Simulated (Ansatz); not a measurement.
Input file:

```yaml
crystal:
  periodic: [false, false, false]
  atoms:
    - {symbol: B, position_ang: [0.000000, -2.181657, 1.763825]}
    - {symbol: Al, position_ang: [0.000000, 0.883422, -0.816381]}
    - {symbol: H, position_ang: [0.000000, -0.248214, 2.935178]}
basis:
  gaussian: {orbitals: 6-31G, fitting: {mean_field: def2-universal-jkfit}, point_charges: [{charge: -1.00, position_ang: [2.699, -0.511, -0.095]}]}
magnetization: {spin_polarized: false, initial_magnetization: 1}
hamiltonian: {pseudopotentials: {relativity: scalar}}
correlation: {method: sc_nevpt2, electrons: valence, active_space: {window: {electrons: 5, orbitals: 5}}}
accuracy: high
output: {forces: true}
```

```sh
$ ansatz run in.yaml --threads 1 --pin off --events-out ev --progress --plain --max-ram 2393MiB
```

(1) One thing in this input was set wrong on purpose, beside settings that are merely unusual. What is the gravest fault, and what does the program do?

Answers

(1) Coordinates in the wrong unit (values in bohr typed as Å, so distances are 1.89 times too long). How the run ends: converged.
```
221 factors; integrals over basis functions are off by at most 1.6e-1 eV
mean field evaluation 1: about -7272.3700 eV, gradient 1.0e1 eV
mean field evaluation 2: about -7273.3407 eV, gradient 2.6e0 eV
mean field evaluation 4: about -7273.5087 eV, gradient 1.2e0 eV
mean field evaluation 8: about -7273.6421 eV, gradient 2.8e-3 eV
mean field evaluation 16: about -7273.6408 eV, gradient 2.9e-1 eV
mean field evaluation 32: about -7273.3325 eV, gradient 1.7e0 eV
mean field -7273.64206897 eV, -267.3014157830 hartree, gradient 2.4e-8 eV, S^2 0.750000; 10 other end points of the search recorded, 0 dependent functions left out
reference -7273.64206897 eV, -267.3014157830 hartree; 10, 9 occupied and 14, 15 virtual orbitals, 221 factors
state -7275.43512451 eV, -267.3673093587 hartree
state -7275.43512451 eV, -267.3673093587 hartree; corrected -7276.25704471 eV, -267.3975143690 hartree
state -7274.50185387 eV, -267.3330122954 hartree
state -7274.50185387 eV, -267.3330122954 hartree; corrected -7275.73951823 eV, -267.3784956216 hartree
state -7275.43512451 eV, -267.3673093587 hartree; corrected -7276.25704471 eV, -267.3975143690 hartree
the calculation of the forces begins
Total energy: -7276.25704471 eV, -267.3975143690 hartree
Relativity: scalar
Atom 0 at     0.000000    -2.181657     1.763825 Å, force     0.144646     1.785674     0.713180 eV/Å
Atom 1 at     0.000000     0.883422    -0.816381 Å, force     0.667058    -0.497417     0.317829 eV/Å
Atom 2 at     0.000000    -0.248214     2.935178 Å, force    -0.070089    -1.536529    -0.873649 eV/Å
Dipole moment:     0.437655    -0.269330    -0.230380 e Å
```
